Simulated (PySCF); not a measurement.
Unknown compound

Molecular formula: C$_{4}$H$_{8}$O$_{2}$. Simulated spectra:

$^{1}$H NMR (300 MHz, computed): δ 5.46 (br s, 1H), 2.70 (sept, J = 8.0 Hz, 1H), 1.18 (d, J = 8.0 Hz, 6H).

$^{13}$C{$^{1}$H} NMR (computed): δ 174.0 (C), 36.8 (CH), 20.9 (CH3, 2C).

In vacuum, non-relativistic, fast rotation and ring inversion assumed for equivalent nuclei, a single conformation. Structure optimised with PBE0-D3(BJ)/def2-SVP; J: B3LYP/pcJ-1 (without the spin–dipole term); GIAO KT2/pcSseg-2 shieldings; PySCF.

Shifts are taken against calculated references (same method and geometry level): TMS for $^{1}$H (31.18 ppm), $^{13}$C (182.28 ppm).

Deduce the structure.

## Answers


1. Rings plus π bonds: 1 (no ring in the answer).
2. 3 carbon signals for 4 carbons: some carbons are equivalent by symmetry or fast rotation.
3. Carbon types of the structure: 1 × C, 1 × CH, 2 × CH3, leaving 1 H on heteroatoms.
4. δC 174.0: carboxylic acid carbon; lone-pair donation from the attached heteroatom keeps it upfield of a ketone carbonyl.
5. δC 36.8: sp3 CH α to a carbonyl; α to the electron-withdrawing carbonyl group.
6. δC 20.9: methyl carbon; saturated and bonded to C and H only.
7. δH 5.46: hydrogen on an acid hydroxyl oxygen; exchangeable; this is the value without hydrogen bonding to other molecules.
8. δH 2.70: hydrogen on an sp3 CH α to a carbonyl; α to C=O.
9. δH 1.18: hydrogen on a methyl carbon.
10. The protons at 1.18 and 2.70 share a coupling of 8.0 Hz (vicinal).

The compound is isobutyric acid (SMILES CC(C)C(=O)O).

The shifts were computed for this structure.

The OH or NH signal is concentration- and solvent-dependent in practice; the value given is the gas-phase one. Multiplet labels drop couplings under 1 Hz and merge nearly equal ones. Unscaled 3J(H,H) at this level run about 10 % above measured values. Shifts are as computed. Against solution values, carbons near 30 ppm lie about +3 ppm off and those near 130 ppm about -1 ppm. Of 1211 compounds with measured shifts, 218 miss one by over three times the rms of a fit or turn the order of signals round; such compounds aren't used in these exercises. Hydrogen bonding in solution deshields acid and N–H amide carbonyl carbons by as much as 10 ppm beyond these values.
